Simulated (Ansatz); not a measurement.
Relaxation of CH₇BO (10 atoms, charge 0, multiplicity 1), to a largest force component of 0.03 eV/Å in at most 50 steps.

All numbers below come from RKS B3LYP-D4/def2-SVP in Ansatz.

```xyz
10
Properties=species:S:1:pos:R:3
B -0.082 -0.453 -0.500
C -0.050 -0.217 2.299
H -0.961 -0.116 2.906
H 0.775 -0.576 2.930
H 0.213 0.761 1.875
O 1.144 -0.006 -0.846
H 1.818 -0.692 -0.816
H -0.985 0.345 -0.514
H -0.274 -1.609 -0.253
H -0.234 -0.963 1.502
```

Task: Where does it end, and by what steps?

Result: It converged. The force dipped under the threshold on the way, but the program's further checks kept it going. After 20 steps the energy has fallen by 0.168 eV; H10 moved furthest, 0.76 Å.

```json
{"step": "0", "energy less start (eV)": "0.0000", "largest force component (eV/Å)": "0.426", "accepted": "yes"}
{"step": "1", "energy less start (eV)": "-0.0966", "largest force component (eV/Å)": "0.320", "accepted": "yes"}
{"step": "2", "energy less start (eV)": "-0.1343", "largest force component (eV/Å)": "0.411", "accepted": "yes"}
{"step": "3", "energy less start (eV)": "-0.1469", "largest force component (eV/Å)": "0.313", "accepted": "yes"}
{"step": "4", "energy less start (eV)": "-0.1537", "largest force component (eV/Å)": "0.138", "accepted": "yes"}
{"step": "5", "energy less start (eV)": "-0.1538", "largest force component (eV/Å)": "0.241", "accepted": "yes"}
{"step": "6", "energy less start (eV)": "-0.1560", "largest force component (eV/Å)": "0.108", "accepted": "yes"}
{"step": "7", "energy less start (eV)": "-0.1567", "largest force component (eV/Å)": "0.021", "accepted": "yes"}
{"step": "8", "energy less start (eV)": "-0.1576", "largest force component (eV/Å)": "0.092", "accepted": "yes"}
{"step": "9", "energy less start (eV)": "-0.1582", "largest force component (eV/Å)": "0.130", "accepted": "yes"}
{"step": "10", "energy less start (eV)": "-0.1522", "largest force component (eV/Å)": "0.334", "accepted": "no"}
{"step": "11", "energy less start (eV)": "-0.1607", "largest force component (eV/Å)": "0.054", "accepted": "yes"}
{"step": "12", "energy less start (eV)": "-0.1608", "largest force component (eV/Å)": "0.048", "accepted": "yes"}
{"step": "13", "energy less start (eV)": "-0.1612", "largest force component (eV/Å)": "0.156", "accepted": "yes"}
{"step": "14", "energy less start (eV)": "-0.1640", "largest force component (eV/Å)": "0.046", "accepted": "yes"}
{"step": "15", "energy less start (eV)": "-0.1644", "largest force component (eV/Å)": "0.068", "accepted": "yes"}
{"step": "16", "energy less start (eV)": "-0.1659", "largest force component (eV/Å)": "0.055", "accepted": "yes"}
{"step": "17", "energy less start (eV)": "-0.1488", "largest force component (eV/Å)": "0.483", "accepted": "no"}
{"step": "18", "energy less start (eV)": "-0.1667", "largest force component (eV/Å)": "0.044", "accepted": "yes"}
{"step": "19", "energy less start (eV)": "-0.1672", "largest force component (eV/Å)": "0.050", "accepted": "yes"}
{"step": "20", "energy less start (eV)": "-0.1675", "largest force component (eV/Å)": "0.026", "accepted": "yes"}
```

```xyz
10
Properties=species:S:1:pos:R:3
B -0.126 -0.521 -0.961
C -0.013 -0.247 2.631
H -0.666 0.478 3.140
H 0.650 -0.724 3.367
H 0.588 0.273 1.871
O 1.012 0.201 -0.885
H 1.802 -0.335 -0.733
H -1.147 0.095 -1.144
H -0.107 -1.728 -0.850
H -0.633 -1.016 2.146
```

Whether the end is a true minimum wasn't checked by a vibrational analysis.

Run time: 52 s on 1 thread of Arm Neoverse V1, with other jobs on the host, peak memory 0.13 GiB.
